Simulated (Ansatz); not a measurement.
## CsCl-type TlBr

Method: RPBE in Ansatz (plane waves, PAW).

Run with plane-wave cutoff 520 eV, 8×8×8 k mesh, Fermi–Dirac smearing 0.01 eV, scalar-relativistic PAW data made under PBE.

Cell: relaxed at this level.

| Quantity | Value |
|---|---|
| volume per atom | 37.12 Å³/atom |
| bulk modulus | 12.9 GPa |
| lattice parameter a | 4.203 Å |
| band gap | 2.39 eV |
| Γ–Γ gap | 7.41 eV |
| pressure derivative B′ of the bulk modulus | 5.1 |

Measured, for comparison: band gap 2.68 eV (temperature not stated, not corrected to a static lattice, detector crystals, literature values; as tabulated in Piasecki et al. (2022), doi:10.1039/d1ma01259b); equilibrium volume per atom 31.62 Å³/atom, lattice constant a 3.984 Å (temperature not stated, not corrected to a static lattice; as tabulated in Du and Singh (2010), arXiv:1001.5458). Computed (rounded) less measured: equilibrium volume per atom +17.4 %, lattice constant a +5.5 %.

Note: the cell is over a tenth larger than the published one: the level's own overestimate first of all, though another phase or state, or a fault of the published cell, is possible.

Spin–orbit coupling is not included; with these elements it can move the gap by several tenths of an eV or more.

Static lattice: no zero-point or thermal effects.

Computing time: very roughly 25 core-seconds.

Ansatz is a first-principles code.
